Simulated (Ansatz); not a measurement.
Total energies of HS− (`[SH-]`).

```xyz
2

S     0.0006   -0.6548    0.1555
H    -0.0006    0.6548   -0.1555
```

Charge -1, multiplicity 1. The geometry is a stationary point of PBE0-D4/def2-TZVPD. Basis def2-TZVPPD, the Gaussian-basis code of Ansatz.

RPA on PBE orbitals: Hartree–Fock energy of these orbitals -398.12671 Eh, correlation -0.33749 Eh (frozen core).

```tsv
functional	energy without D4 (Eh)	D4 term (kJ/mol)
LDA (SPW92)	-397.45431	–
PBE	-398.66504	-1.1
revPBE	-398.76737	-4.4
BLYP	-398.83762	-2.6
r2SCAN	-398.80820	-0.2
B97M-V	-398.73626	–
PBE0	-398.69594	-0.9
B3LYP	-398.86189	-1.8
r2SCAN0	-398.80327	-0.3
HSE06 (plane-wave form)	-398.68826	-0.8
BHLYP	-398.83343	-1.2
CAM-B3LYP	-398.85093	-0.9
ωB97M-V	-398.81236	–
PBE-QIDH	-398.60991	–
```

Question: Give the same for r2SCANh, LC-ωPBE, ωB97X-V, B2PLYP. (Estimate.)

Answer: The calculation gave: 
```csv
functional,energy without D4 (Eh),D4 term (kJ/mol)
r2SCANh,-398.80613,-0.3
LC-ωPBE,-398.72312,–
ωB97X-V,-398.77428,–
B2PLYP,-398.71047,–
```

B3LYP takes the VWN-RPA correlation (the form of Gaussian; ORCA's B3LYP/G). HSE06 is the plane-wave form, built on full-range PBE exchange. The double hybrids freeze the cores in their second-order part.

LC-ωPBE has ω = 0.4 bohr⁻¹.
